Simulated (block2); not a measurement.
**DMRG/STO-3G run of N2H (dinitrogen monohydride)**

What is the energy change on altering one bond length of N2H (dinitrogen monohydride) at DMRG/STO-3G? 

Program for the calculation: block2 0.5.4.

2 further runs of the same task are left out: 2 set aside as unsound or not needed.

## Step 1: The structure to begin with

N2H: 3 atoms, total charge 0, spin state doublet. As SMILES, `[N]=N`. Geometry: relaxed at PBE0-D4/def2-TZVP.

Bond lengths: N1–N2 1.165 Å, N2–H3 1.057 Å. Angles: N1–N2–H3 117.5°.

## Step 2: A single-point energy at DMRG/STO-3G

make_fcidump.py

```python
from pyscf import ao2mo, cc, dft, gto, mcscf, mp, scf
from pyscf.tools import fcidump

mol = gto.M(atom="""
N      0.710530    -0.606720     0.326180
N     -0.268660    -0.217710    -0.170100
H     -0.441870     0.824430    -0.156080
""", basis="sto-3g", charge=0, spin=1, verbose=3)
print("basis functions = %d" % (mol.nao))
mf = scf.ROHF(mol)
mf.conv_tol = 1e-10
mf.max_cycle = 200
mf.kernel()
if not mf.converged:
    mf = mf.newton().run(mf.mo_coeff, mf.mo_occ)
print(f"reference energy = {mf.e_tot:.10f}")
# MP2, CCSD and CCSD(T) with the same frozen core
ref = scf.UHF(mol).run(mf.make_rdm1(), conv_tol=1e-10)
pt = mp.MP2(ref, frozen=2).run()
mycc = cc.CCSD(ref, frozen=2)
mycc.max_cycle = 150
mycc.kernel()
print(f"E(MP2) = {pt.e_tot:.10f}")
if mycc.converged:
    print("E(CCSD) = %.10f" % (mycc.e_tot))
    print("E(CCSD(T)) = %.10f" % (mycc.e_tot + mycc.ccsd_t()))
# a few density functionals on the same geometry and basis
ks = dft.UKS(mol, xc="revpbe").set(conv_tol=1e-9, verbose=3).run(mf.make_rdm1())
if ks.converged:
    print(f"E(revPBE) = {ks.e_tot:.8f}")
ks = dft.UKS(mol, xc="lda,vwn5").set(conv_tol=1e-9, verbose=3).run(mf.make_rdm1())
if ks.converged:
    print(f"E(SVWN5) = {ks.e_tot:.8f}")
ks = dft.UKS(mol, xc="pbe0").set(conv_tol=1e-9, verbose=3).run(mf.make_rdm1())
if ks.converged:
    print(f"E(PBE0) = {ks.e_tot:.8f}")
ks = dft.UKS(mol, xc="tpss").set(conv_tol=1e-9, verbose=3).run(mf.make_rdm1())
if ks.converged:
    print("E(TPSS) = %.8f" % (ks.e_tot))
ks = dft.UKS(mol, xc="m062x").set(conv_tol=1e-9, verbose=3).run(mf.make_rdm1())
if ks.converged:
    print("E(M06-2X) = %.8f" % (ks.e_tot))
# CCSD natural orbitals
occ_no, mo = mcscf.addons.make_natural_orbitals(cc.CCSD(mf.to_uhf(), frozen=2).run())
mf.mo_coeff = mo
# FCIDUMP for the DMRG program
cas = mcscf.CASCI(mf, 9, 11)
h1, ecore = cas.get_h1eff()
fcidump.from_integrals("FCIDUMP", h1, cas.get_h2eff(), 9, 11, nuc=ecore, ms=1)
# exact diagonalisation in the same space
ci = mcscf.CASCI(mf, 9, (6, 5))
ci.fix_spin_(ss=0.75)
ci.fcisolver.conv_tol = 1e-10
ci.fcisolver.max_cycle = 200
ci.kernel()
print(f"E(FCI) = {ci.e_tot:.10f}")
```

input.conf

```
sym c1
orbitals FCIDUMP
nelec 11
spin 1
irrep 1
schedule
0 50 1E-08 1E-04
4 75 1E-08 1E-04
8 100 1E-08 1E-05
12 100 1E-09 0.0
end
maxiter 18
sweep_tol 1E-07
gaopt default
mem 2g
num_thrds 1
prefix ./tmp
outputlevel 2
onepdm
```

On the command line:

```bash
python make_fcidump.py && block2main input.conf
```

Output:

```text
$ python make_fcidump.py
basis functions = 11
converged SCF energy = -107.979815416156
reference energy = -107.9798154162
converged SCF energy = -107.986588381862  <S^2> = 0.92199712  2S+1 = 2.1651763
E(UMP2) = -108.079793060618  E_corr = -0.0932046787551813
E(SCS-UMP2) = -108.080469508246  E_corr = -0.0938811263832431
E(UCCSD) = -108.1147731899124  E_corr = -0.1281848080500907
E(MP2) = -108.0797930606
E(CCSD) = -108.1147731899
UCCSD(T) correction = -0.00145697483522997
E(CCSD(T)) = -108.1162301647
converged SCF energy = -108.542447422329  <S^2> = 0.75183238  2S+1 = 2.0018315
E(revPBE) = -108.54244742
converged SCF energy = -107.64721788827  <S^2> = 0.75117337  2S+1 = 2.001173
E(SVWN5) = -107.64721789
converged SCF energy = -108.445849282968  <S^2> = 0.7537204  2S+1 = 2.0037169
E(PBE0) = -108.44584928
converged SCF energy = -108.594529322651  <S^2> = 0.75298505  2S+1 = 2.0029828
E(TPSS) = -108.59452932
converged SCF energy = -108.547477196553  <S^2> = 0.75513456  2S+1 = 2.005128
E(M06-2X) = -108.54747720
E(UCCSD) = -108.114196043901  E_corr = -0.1343806277446231
CASCI E = -108.117549442329  E(CI) = -34.9133422666649  S^2 = 0.7500000
E(FCI) = -108.1175494423

$ block2main input.conf

[... 64 lines left out ...]
 --> Site =    5-   6 .. Mmps =   50 Ndav =   3 E =   -108.1079121899 Error = 3.00e-07 FLOPS = 1.99e+09 Tdav = 0.00 T = 0.01
[... 18 lines left out ...]
 <-- Site =    0-   1 .. Mmps =   18 Ndav =   1 E =   -108.1174881388 Error = 7.39e-18 FLOPS = 1.11e+09 Tdav = 0.00 T = 0.00
[... 27 lines left out ...]
 <-- Site =    6-   7 .. Mmps =   10 Ndav =   1 E =   -108.1174514114 Error = 0.00e+00 FLOPS = 1.19e+09 Tdav = 0.00 T = 0.00
[... 18 lines left out ...]
 --> Site =    3-   4 .. Mmps =   75 Ndav =   6 E =   -108.1175457782 Error = 1.59e-06 FLOPS = 3.10e+09 Tdav = 0.02 T = 0.03
[... 18 lines left out ...]
 <-- Site =    2-   3 .. Mmps =   75 Ndav =   3 E =   -108.1175447210 Error = 2.59e-07 FLOPS = 3.76e+09 Tdav = 0.00 T = 0.01
[... 18 lines left out ...]
 --> Site =    7-   8 .. Mmps =   18 Ndav =   1 E =   -108.1175423920 Error = 4.09e-18 FLOPS = 1.24e+09 Tdav = 0.00 T = 0.00
[... 27 lines left out ...]
 --> Site =    1-   2 .. Mmps =   10 Ndav =   1 E =   -108.1175446637 Error = 0.00e+00 FLOPS = 2.42e+09 Tdav = 0.00 T = 0.00
[... 18 lines left out ...]
 <-- Site =    4-   5 .. Mmps =  100 Ndav =   2 E =   -108.1175494279 Error = 1.25e-10 FLOPS = 4.36e+09 Tdav = 0.01 T = 0.02
[... 18 lines left out ...]
 --> Site =    5-   6 .. Mmps =  100 Ndav =   1 E =   -108.1175494186 Error = 2.08e-09 FLOPS = 2.39e+09 Tdav = 0.00 T = 0.01
[... 18 lines left out ...]
 <-- Site =    0-   1 .. Mmps =   18 Ndav =   1 E =   -108.1175492257 Error = 5.09e-18 FLOPS = 2.36e+09 Tdav = 0.00 T = 0.00
[... 11 lines left out ...]
 --> Site =    2-   3 .. Mmps =   35 Ndav =   2 E =   -108.1175492267 Error = 0.00e+00 FLOPS = 3.66e+09 Tdav = 0.00 T = 0.01
 --> Site =    3-   4 .. Mmps =  100 Ndav =   4 E =   -108.1175494423 Error = 3.87e-10 FLOPS = 5.15e+09 Tdav = 0.02 T = 0.04
 --> Site =    4-   5 .. Mmps =   94 Ndav =   1 E =   -108.1175494405 Error = 5.15e-14 FLOPS = 3.25e+09 Tdav = 0.01 T = 0.02
 --> Site =    5-   6 .. Mmps =   35 Ndav =   1 E =   -108.1175494405 Error = 4.07e-14 FLOPS = 3.45e+09 Tdav = 0.00 T = 0.01
 --> Site =    6-   7 .. Mmps =   13 Ndav =   1 E =   -108.1175494405 Error = 3.96e-15 FLOPS = 6.30e+08 Tdav = 0.00 T = 0.00
 --> Site =    7-   8 .. Mmps =    4 Ndav =   1 E =   -108.1175494405 Error = 1.84e-18 FLOPS = 1.24e+08 Tdav = 0.00 T = 0.00
[... 9 lines left out ...]
DMRG Energy = -108.117549442291647
[... 25 lines left out ...]
Expectation | Direction = backward | BRA bond dimension =  100 | KET bond dimension =  100
 <-- Site =    7-   8 .. Nterms =            4 Error =  0.000000000000/ 0.000000000000 FLOPS = 9.47e+06 Tmult = 0.00 T = 0.00
 <-- Site =    6-   7 .. Nterms =            5 Error =  0.000000000000/ 0.000000000000 FLOPS = 2.67e+08 Tmult = 0.00 T = 0.00
 <-- Site =    5-   6 .. Nterms =            7 Error =  0.000000000000/ 0.000000000000 FLOPS = 3.51e+09 Tmult = 0.00 T = 0.00
 <-- Site =    4-   5 .. Nterms =            9 Error =  0.000000000000/ 0.000000000000 FLOPS = 5.59e+09 Tmult = 0.00 T = 0.00
 <-- Site =    3-   4 .. Nterms =           11 Error =  0.000000019309/ 0.000000000000 FLOPS = 3.90e+09 Tmult = 0.00 T = 0.00
 <-- Site =    2-   3 .. Nterms =           13 Error =  0.000000000000/ 0.000000000000 FLOPS = 2.11e+09 Tmult = 0.00 T = 0.00
 <-- Site =    1-   2 .. Nterms =           15 Error =  0.000000000000/ 0.000000000000 FLOPS = 1.74e+09 Tmult = 0.00 T = 0.00
 <-- Site =    0-   1 .. Nterms =           17 Error =  0.000000000000/ 0.000000000000 FLOPS = 1.35e+09 Tmult = 0.00 T = 0.00
Time elapsed =      0.026
Time sweep =        0.026 | 4.71 MFLOP/SWP
 | Dmem = 214 KB (20%) | Imem = 15.7 KB (93%) | Hmem = 2.00 MB | Wmem = 44.3 KB | MaxBmem = 170 KB | MaxRmem = 168 KB
 | Tread = 0.001 | Twrite = 0.001 | Tfpread = 0.001 | Tfpwrite = 0.001 | data = 595 KB | cpsd = 440 KB | Tasync = 0.000
 | Trot = 0.003 | Tctr = 0.000 | Tint = 0.000 | Tmid = 0.000 | Tdctr = 0.000 | Tdiag = 0.000 | Tinfo = 0.001
 | Teff = 0.004 | Texpt = 0.002 | Tblk = 0.019 | Tmve = 0.006

NPDM Sorting | Nsites =     9 | Nmaxops =  2 | DotSite = 2 | SymbolFree = T | Compressed = T | LowMem = F | Mem = 648 B
 Site =     0 ..  T = 0.000
 Site =     1 ..  T = 0.000
 Site =     2 ..  T = 0.000
 Site =     3 ..  T = 0.000
 Site =     4 ..  T = 0.000
 Site =     5 ..  T = 0.000
 Site =     6 ..  T = 0.000
 Site =     7 ..  T = 0.000
Ttotal =      0.000

DMRG OCC =   1.993 1.985 1.975 1.967 1.915 1.018 0.094 0.031 0.022
```

Wall time 7.8 s (1 thread of Intel Xeon Platinum 8488C (Sapphire Rapids), shared host); peak memory 0.19 GiB.

## Step 3: The distorted shape: the energy at DMRG/STO-3G

integrals.py

```python
from pyscf import ao2mo, cc, dft, gto, mcscf, mp, scf
from pyscf.tools import fcidump

geom = "mol.xyz"
mol = gto.M(
    atom=geom,
    basis="sto-3g",
    spin=1,
    verbose=3,
)
print("basis functions: %d" % (mol.nao))
mf = scf.ROHF(mol)
mf.conv_tol = 1e-10
mf.max_cycle = 200
mf.kernel()
if not mf.converged:
    mf = mf.newton().run(mf.mo_coeff, mf.mo_occ)
print(f"E(HF): {mf.e_tot:.10f}")
# MP2, CCSD and CCSD(T) with the same frozen core
ref = scf.UHF(mol).run(mf.make_rdm1(), conv_tol=1e-10)
pt = mp.MP2(ref, frozen=2).run()
mycc = cc.CCSD(ref, frozen=2)
mycc.max_cycle = 150
mycc.kernel()
print("E(MP2): %.10f" % (pt.e_tot))
if mycc.converged:
    print(f"CCSD total energy: {mycc.e_tot:.10f}")
    print(f"CCSD(T) total energy: {mycc.e_tot + mycc.ccsd_t():.10f}")
# a few density functionals on the same geometry and basis
ks = dft.UKS(mol, xc="revpbe").set(conv_tol=1e-9, verbose=3).run(mf.make_rdm1())
if ks.converged:
    print("E(revPBE): %.8f" % (ks.e_tot))
ks = dft.UKS(mol, xc="lda,vwn5").set(conv_tol=1e-9, verbose=3).run(mf.make_rdm1())
if ks.converged:
    print("E(SVWN5): %.8f" % (ks.e_tot))
ks = dft.UKS(mol, xc="pbe0").set(conv_tol=1e-9, verbose=3).run(mf.make_rdm1())
if ks.converged:
    print("E(PBE0): %.8f" % (ks.e_tot))
ks = dft.UKS(mol, xc="tpss").set(conv_tol=1e-9, verbose=3).run(mf.make_rdm1())
if ks.converged:
    print(f"E(TPSS): {ks.e_tot:.8f}")
ks = dft.UKS(mol, xc="m062x").set(conv_tol=1e-9, verbose=3).run(mf.make_rdm1())
if ks.converged:
    print("E(M06-2X): %.8f" % (ks.e_tot))
# natural orbitals of MP2 give a compact matrix product state
occ_no, mo = mcscf.addons.make_natural_orbitals(mp.MP2(mf.to_uhf(), frozen=2).run())
mf.mo_coeff = mo
# FCIDUMP for the DMRG program
cas = mcscf.CASCI(mf, 9, 11)
h1, ecore = cas.get_h1eff()
fcidump.from_integrals("FCIDUMP", h1, cas.get_h2eff(), 9, 11, nuc=ecore, ms=1)
# FCI check
ci = mcscf.CASCI(mf, 9, (6, 5))
ci.fix_spin_(ss=0.75)
ci.fcisolver.conv_tol = 1e-10
ci.fcisolver.max_cycle = 200
ci.kernel()
print("FCI energy: %.10f" % (ci.e_tot))
```

block.conf

```
sym c1
orbitals FCIDUMP
nelec 11
spin 1
irrep 1
occ 2 2 2 2 2 1 0 0 0
cbias 0.1
schedule
0 25 1E-08 1E-04
2 50 1E-08 1E-04
6 100 1E-08 1E-05
9 100 1E-09 0.0
end
maxiter 15
sweep_tol 1E-07
noreorder
mem 1g
num_thrds 1
prefix ./tmp
outputlevel 2
onepdm
```

On the command line:

```bash
python integrals.py && block2main block.conf
```

Output:

```text
$ python integrals.py
basis functions: 11
converged SCF energy = -107.596392212808
E(HF): -107.5963922128
converged SCF energy = -107.597088752328  <S^2> = 0.75709662  2S+1 = 2.0070841
E(UMP2) = -107.758123736384  E_corr = -0.161034984055716
E(SCS-UMP2) = -107.786904447164  E_corr = -0.189815694835815
UCCSD not converged
E(UCCSD) = -107.8855679588928  E_corr = -0.2884792065646786
E(MP2): -107.7581237364

WARN: HOMO -0.0109758029865414 >= LUMO -0.0158983188176725

WARN: HOMO -0.0785593325157015 >= LUMO -0.0793539840854409

WARN: HOMO -0.069119285845759 >= LUMO -0.0920031178574185

WARN: HOMO -0.0685468304392756 >= LUMO -0.0926195514536939

WARN: HOMO -0.0707203181342901 >= LUMO -0.0896166840873506

WARN: HOMO -0.0717546342035364 >= LUMO -0.0859419097328999

WARN: HOMO -0.0712045243224863 >= LUMO -0.0883570263170444

WARN: HOMO -0.0722707450139605 >= LUMO -0.0824396147432078

WARN: HOMO -0.0705202000797557 >= LUMO -0.0820595098863054

WARN: HOMO -0.0703856098784828 >= LUMO -0.0863754055409238

WARN: HOMO -0.0752641212639382 >= LUMO -0.0819679008800775

WARN: HOMO -0.0682218370527703 >= LUMO -0.0793472989568583

SCF not converged.
SCF energy = -108.318205545816 after 50 cycles  <S^2> = 2.5755122  2S+1 = 3.361852

WARN: HOMO -0.0289098623149528 >= LUMO -0.0375501631245171

WARN: HOMO -0.099107899920427 >= LUMO -0.109204286157257

WARN: HOMO -0.111764204115623 >= LUMO -0.131237892445531

WARN: HOMO -0.129341137630615 >= LUMO -0.132099123928566

WARN: HOMO -0.126151499920167 >= LUMO -0.12801461865646

WARN: HOMO -0.107770238617502 >= LUMO -0.119217379432219

WARN: HOMO -0.0882949033081599 >= LUMO -0.0986639052464204

WARN: HOMO -0.079748522270332 >= LUMO -0.0925707624384761

WARN: HOMO -0.0733074805804985 >= LUMO -0.0943887984527063

WARN: HOMO -0.0800496741009205 >= LUMO -0.0872560185407255

WARN: HOMO -0.0764431308746438 >= LUMO -0.0913525504808363

WARN: HOMO -0.0759293698351422 >= LUMO -0.0918898312571613

[... 16 lines left out ...]
WARN: HOMO -0.0761184183480561 >= LUMO -0.0945509127804919
[... 18 lines left out ...]
WARN: HOMO -0.121917162534171 >= LUMO -0.1337766783207
[... 81 lines left out ...]
 --> Site =    1-   2 .. Mmps =   10 Ndav =  22 E =   -106.7111825618 Error = 0.00e+00 FLOPS = 5.98e+08 Tdav = 0.00 T = 0.01
[... 18 lines left out ...]
 <-- Site =    4-   5 .. Mmps =   25 Ndav =  12 E =   -107.9945224391 Error = 2.33e-04 FLOPS = 1.00e+09 Tdav = 0.04 T = 0.06
[... 18 lines left out ...]
 --> Site =    5-   6 .. Mmps =   50 Ndav =   6 E =   -108.0069941868 Error = 3.93e-06 FLOPS = 1.26e+09 Tdav = 0.01 T = 0.02
[... 18 lines left out ...]
 <-- Site =    0-   1 .. Mmps =   17 Ndav =   1 E =   -108.0069939179 Error = 9.84e-16 FLOPS = 9.36e+08 Tdav = 0.00 T = 0.00
[... 27 lines left out ...]
 <-- Site =    6-   7 .. Mmps =   10 Ndav =   1 E =   -108.0069948407 Error = 0.00e+00 FLOPS = 1.03e+09 Tdav = 0.00 T = 0.00
[... 18 lines left out ...]
 --> Site =    3-   4 .. Mmps =  100 Ndav =   5 E =   -108.0069973727 Error = 8.17e-14 FLOPS = 2.75e+09 Tdav = 0.01 T = 0.02
[... 18 lines left out ...]
 <-- Site =    2-   3 .. Mmps =  100 Ndav =   1 E =   -108.0070188090 Error = 6.22e-10 FLOPS = 3.35e+09 Tdav = 0.00 T = 0.01
[... 18 lines left out ...]
 --> Site =    7-   8 .. Mmps =   18 Ndav =   1 E =   -108.0070187287 Error = 1.04e-17 FLOPS = 1.63e+09 Tdav = 0.00 T = 0.00
[... 11 lines left out ...]
 <-- Site =    5-   6 .. Mmps =   35 Ndav =   2 E =   -108.0070187298 Error = 0.00e+00 FLOPS = 2.98e+09 Tdav = 0.01 T = 0.02
 <-- Site =    4-   5 .. Mmps =  100 Ndav =   5 E =   -108.0070189045 Error = 9.64e-10 FLOPS = 5.09e+09 Tdav = 0.03 T = 0.05
 <-- Site =    3-   4 .. Mmps =  100 Ndav =   1 E =   -108.0070189019 Error = 6.15e-09 FLOPS = 4.35e+09 Tdav = 0.01 T = 0.03
 <-- Site =    2-   3 .. Mmps =   55 Ndav =   1 E =   -108.0070188853 Error = 1.01e-17 FLOPS = 2.92e+09 Tdav = 0.00 T = 0.02
 <-- Site =    1-   2 .. Mmps =   15 Ndav =   1 E =   -108.0070188853 Error = 8.75e-19 FLOPS = 1.03e+09 Tdav = 0.00 T = 0.01
 <-- Site =    0-   1 .. Mmps =    4 Ndav =   1 E =   -108.0070188853 Error = 4.03e-18 FLOPS = 7.44e+07 Tdav = 0.00 T = 0.00
[... 9 lines left out ...]
DMRG Energy = -108.007018904470669
[... 25 lines left out ...]
Expectation | Direction =  forward | BRA bond dimension =  100 | KET bond dimension =  100
 --> Site =    0-   1 .. Nterms =           17 Error =  0.000000000000/ 0.000000000000 FLOPS = 4.45e+07 Tmult = 0.00 T = 0.00
 --> Site =    1-   2 .. Nterms =           15 Error =  0.000000000000/ 0.000000000000 FLOPS = 7.82e+08 Tmult = 0.00 T = 0.00
 --> Site =    2-   3 .. Nterms =           13 Error =  0.000000000000/ 0.000000000000 FLOPS = 1.91e+09 Tmult = 0.00 T = 0.00
 --> Site =    3-   4 .. Nterms =           11 Error =  0.000000000000/ 0.000000000000 FLOPS = 3.66e+09 Tmult = 0.00 T = 0.00
 --> Site =    4-   5 .. Nterms =            9 Error =  0.000000055766/ 0.000000000000 FLOPS = 5.41e+09 Tmult = 0.00 T = 0.00
 --> Site =    5-   6 .. Nterms =            7 Error =  0.000000000000/ 0.000000000000 FLOPS = 3.06e+09 Tmult = 0.00 T = 0.00
 --> Site =    6-   7 .. Nterms =            5 Error =  0.000000000000/ 0.000000000000 FLOPS = 1.08e+09 Tmult = 0.00 T = 0.00
 --> Site =    7-   8 .. Nterms =            4 Error =  0.000000000000/ 0.000000000000 FLOPS = 2.42e+08 Tmult = 0.00 T = 0.00
Time elapsed =      0.023
Time sweep =        0.023 | 4.60 MFLOP/SWP
 | Dmem = 188 KB (23%) | Imem = 15.4 KB (93%) | Hmem = 1.89 MB | Wmem = 43.9 KB | MaxBmem = 46.6 KB | MaxRmem = 46.0 KB
 | Tread = 0.001 | Twrite = 0.001 | Tfpread = 0.001 | Tfpwrite = 0.000 | data = 163 KB | cpsd = 108 KB | Tasync = 0.000
 | Trot = 0.001 | Tctr = 0.000 | Tint = 0.000 | Tmid = 0.000 | Tdctr = 0.000 | Tdiag = 0.000 | Tinfo = 0.001
 | Teff = 0.005 | Texpt = 0.002 | Tblk = 0.020 | Tmve = 0.003

NPDM Sorting | Nsites =     9 | Nmaxops =  2 | DotSite = 2 | SymbolFree = T | Compressed = T | LowMem = F | Mem = 648 B
 Site =     0 ..  T = 0.000
 Site =     1 ..  T = 0.000
 Site =     2 ..  T = 0.000
 Site =     3 ..  T = 0.000
 Site =     4 ..  T = 0.000
 Site =     5 ..  T = 0.000
 Site =     6 ..  T = 0.000
 Site =     7 ..  T = 0.000
Ttotal =      0.000

DMRG OCC =   1.001 1.993 1.998 1.964 1.182 0.999 0.828 0.059 0.976
```

Run time: 16 s. Hardware: 1 thread of Intel Xeon Platinum 8488C (Sapphire Rapids), shared host; peak memory 0.2 GiB.

## Step 4: Outcome

At DMRG/STO-3G, 2 core orbitals frozen:

| quantity | value |
| --- | --- |
| run 1, DMRG/STO-3G: total energy | -108.11755 Eh |
| distorted shape: total energy | -108.00702 Eh |
| energy change with the N1–N2 bond stretched from 1.165 to 2.562 Å | 3.008 eV |

**Reading.** With the N1–N2 bond stretched from 1.165 to 2.562 Å the energy rises by 3.01 eV (69 kcal/mol). The first shape isn't relaxed at this level, so the change isn't measured from a minimum. The minimal basis adds a large error of its own.
